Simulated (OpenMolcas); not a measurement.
# OF2 (oxygen difluoride) at MP2/cc-pCVDZ

Aim: the energy change on altering one bond length of OF2 (oxygen difluoride) at MP2/cc-pCVDZ, from 2 runs. 

The results are computed with OpenMolcas 26.06.

## Step 1: The system as given

The species is OF2 (3 atoms), meant as a singlet with charge 0. As SMILES, `FOF`. The shape is that of a GFN2-xTB optimisation.

Bond lengths: F1–O2 1.366 Å, O2–F3 1.366 Å. Angles: F1–O2–F3 106.0°.

## Step 2: A single-point energy at MP2/cc-pCVDZ

File input.xyz:

```xyz
3

F      0.956190    -0.330530     0.490900
O      0.000730     0.544900     0.060070
F     -0.956920    -0.214370    -0.550970
```

File job.inp:

```
* F2O MP2

&GATEWAY
 BASLIB = $CurrDir
 COORD = input.xyz
 BASIS = cc-pCVDZ
 GROUP = NoSym

&SEWARD

&SCF
 PRORBITALS = 0

&MBPT2
 FROZEN = 3
```

The basis set cc-pCVDZ is read from a file made from the Basis Set Exchange's data (not shown).

The run is started by

```
$ export MOLCAS_MEM=1860
$ pymolcas job.inp > job.log
```

Output:

```text
--- Start Module: gateway ---
[...]
--- Stop Module: gateway /rc=_RC_ALL_IS_WELL_ ---
[...]
      Basis functions           54
[...]
--- Start Module: scf ---
[...]
       Convergence after  11 Iterations
[...]
::    Total SCF energy                               -273.4682275906
[...]
      Total spin, S                                     0.0000000000
[...]
      Total electronic charge=   26.000000
      Total            charge=   -0.000000
[...]
      Dipole Moment (debye):
      Origin of the operator (angstrom)=   -0.0000   -0.0303   -0.0033
                   X=  1.9527E-03               Y=  3.3568E-01               Z=  3.7834E-02           Total=  3.3781E-01
      Quadrupole Moment (debye*angstrom):
[...]
--- Stop Module: scf /rc=_RC_ALL_IS_WELL_ ---
--- Start Module: mbpt2 ---
[...]
WARNING!
Default frozen orbitals as non valence orbitals is overwritten by user input.
Default values:   3
[...]
       Reference weight ( Cref**2 )         =        0.87814
::    Total MBPT2 energy                             -274.0530620696
[...]
      Total MBPT2 calculations                           0.06      0.07
--- Stop Module: mbpt2 /rc=_RC_ALL_IS_WELL_ ---
[...]
```

Wall time 2.2 s (1 thread of Arm Neoverse V2, shared host); peak memory 0.38 GiB.

## Step 3: The distorted shape

File input.xyz:

```xyz
3

F      1.195633    -0.140688     0.643679
O      0.240173     0.734742     0.212849
F     -0.956920    -0.214370    -0.550970
```

File job.inp:

```
>>> EXPORT MOLCAS_PRINT=2

&GATEWAY
 BasLib
 $CurrDir
 Coord
 input.xyz
 Basis
 cc-pCVDZ
 Group
 NoSym

&SEWARD

&SCF
 PrOrbitals
 0

&MBPT2
 Frozen
 3
```

The basis set cc-pCVDZ is read from a file made from the Basis Set Exchange's data (not shown).

The run is started by

```
$ export MOLCAS_MEM=1860
$ pymolcas job.inp > job.log
```

Output:

```text
--- Start Module: gateway ---
[...]
--- Stop Module: gateway /rc=_RC_ALL_IS_WELL_ ---
[...]
      Basis functions           54
[...]
--- Start Module: scf ---
[...]
       Convergence after  14 Iterations
[...]
::    Total SCF energy                               -273.4134036839
[...]
      Total spin, S                                     0.0000000000
[...]
      Total electronic charge=   26.000000
      Total            charge=   -0.000000
[...]
      Dipole Moment (debye):
      Origin of the operator (angstrom)=    0.1551    0.0927    0.0957
                   X=  6.3247E-01               Y=  6.1654E-01               Z=  4.1616E-01           Total=  9.7638E-01
      Quadrupole Moment (debye*angstrom):
[...]
--- Stop Module: scf /rc=_RC_ALL_IS_WELL_ ---
--- Start Module: mbpt2 ---
[...]
WARNING!
Default frozen orbitals as non valence orbitals is overwritten by user input.
Default values:   3
[...]
       Reference weight ( Cref**2 )         =        0.84933
::    Total MBPT2 energy                             -274.0351718995
[...]
      Total MBPT2 calculations                           0.06      0.08
--- Stop Module: mbpt2 /rc=_RC_ALL_IS_WELL_ ---
[...]
```

Wall time 2.3 s (1 thread of Arm Neoverse V2, shared host); peak memory 0.38 GiB.

## Step 4: Summary of results

At MP2/cc-pCVDZ, 3 core orbitals frozen:

| quantity | value |
| --- | --- |
| first shape: total energy | -274.05306 Eh |
| first shape: dipole moment (mean-field density) | 0.34 D |
| first shape: HOMO energy (Hartree–Fock orbitals) | -15.43 eV |
| first shape: LUMO energy (Hartree–Fock orbitals) | 4.40 eV |
| first shape: HOMO–LUMO gap (Hartree–Fock orbitals) | 19.83 eV |
| first shape: correlation energy (3 core orbitals frozen) | -584.8 mEh |
| distorted shape: total energy | -274.03517 Eh |
| distorted shape: dipole moment (mean-field density) | 0.98 D |
| distorted shape: HOMO energy (Hartree–Fock orbitals) | -16.13 eV |
| distorted shape: LUMO energy (Hartree–Fock orbitals) | -0.61 eV |
| distorted shape: HOMO–LUMO gap (Hartree–Fock orbitals) | 15.53 eV |
| distorted shape: correlation energy (3 core orbitals frozen) | -621.8 mEh |
| energy change with the O2–F3 bond stretched from 1.366 to 1.708 Å | 0.487 eV |

With the O2–F3 bond stretched from 1.366 to 1.708 Å the energy rises by 0.49 eV (47.0 kJ/mol). The first shape isn't relaxed at this level, so the change isn't measured from a minimum. Mulliken charges (first shape) of the mean-field density run from -0.11 on F3 to +0.22 on O2; they depend strongly on the basis.
